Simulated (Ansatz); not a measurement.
# CH₄Si (triplet): wave-function methods side by side at distance C1–H5 along a hydrogen transfer = 1.715 Å, cc-pVDZ

One table from this session's results is given with a row withheld; the runs are named, their logs left out.

The runs use Ansatz 0.2.0, Gaussian basis; cc-pVDZ, core rule «outside noble gas», up to 6 orbitals frozen.

Plan: UHF; CCSD(T) on ROHF; CCSD(T) on UHF; BCCD(T) on ROHF; CISD; CCSDT(Q) on ROHF; CCSDT(Q) on UHF; CASSCF and MRCISD+Q, 4 electrons in 4 orbitals; CASSCF and NEVPT2, 4 electrons in 4 orbitals.

2 further runs of the same task are left out: 2 that didn't finish.

## The system

The geometry derives from fragments relaxed apart (PBE0/def2-TZVP) and kept rigid, so it is no stationary point. A hydrogen atom is moved between rigid fragments.

6 atoms, charge 0, spin multiplicity 3.

Atoms are counted from 1 here; the program's logs count them from 0.

Bond lengths: C1–H2 1.090 Å, C1–H3 1.090 Å, C1–H4 1.090 Å, H5–Si6 1.544 Å. Angles: H2–C1–H3 109.5°, H2–C1–H4 109.5°, H3–C1–H4 109.5°.

The first run:

in.yaml

```yaml
crystal:
  periodic: [false, false, false]
  atoms:
    - {symbol: C, position_ang: [-2.088494, 0.000000, 0.000000]}
    - {symbol: H, position_ang: [-2.451700, 1.027301, 0.000000]}
    - {symbol: H, position_ang: [-2.451700, -0.513650, 0.889668]}
    - {symbol: H, position_ang: [-2.451700, -0.513650, -0.889669]}
    - {symbol: H, position_ang: [-0.373494, 0.000000, 0.000000]}
    - {symbol: Si, position_ang: [1.170506, 0.000000, 0.000000]}
basis:
  gaussian: {orbitals: cc-pVDZ}
magnetization: {spin_polarized: true, initial_magnetization: 2}
hamiltonian: {xc: hf}
output: {orbitals: {seedname: orbitals}}
```

On the command line:

```console
ansatz run in.yaml --threads 1 --pin off --events-out ev --progress --plain --max-ram 2393MiB
```

Among the steps run: UHF; CCSD(T) on ROHF; CCSD(T) on UHF; BCCD(T) on ROHF; CISD; CCSDT(Q) on ROHF; CCSDT(Q) on UHF; CASSCF and MRCISD+Q, 4 electrons in 4 orbitals; CASSCF and NEVPT2, 4 electrons in 4 orbitals.

One table of the session follows, with a row left open; its other results are not shown here.

| method | from UCCSDT(Q) (meV) |
| --- | --- |
| ROHF | +7306.2 |
| UHF | +7041.8 |
| RMP2 | +1468.8 |
| UMP2 | +1517.1 |
| CISD | +866.9 |
| RCCSD | +210.8 |
| UCCSD | +207.0 |
| RCCSD(T) | +40.4 |
| UCCSD(T) | +42.3 |
| BCCD(T) | +39.5 |
| RCCSDT | +8.3 |
| UCCSDT | +7.9 |
| RCCSDT(Q) | +0.4 |
| UCCSDT(Q) | 0 |
| CASSCF pair | +6808.7 |
| MRCISD pair | ? |
| MRCISD+Q pair | +81.8 |

**Question.** Estimate the row for MRCISD pair.

The run gave: from UCCSDT(Q) (meV): +763.2. In the column «from UCCSDT(Q) (meV)» it lies between RCCSD (+210.8) and CISD (+866.9).

Not comparable, so not listed: CASSCF and NEVPT2, 4 electrons in 4 orbitals (they don't share determinant, frozen orbitals or solution with the rows shown, or repeat one).

Limits of these values: Restricted and unrestricted rows rest on different reference determinants; where their highest levels disagree by more than a few hundredths of an eV, they describe different states and don't form one ladder. Warnings in the runs' records: passed over end.
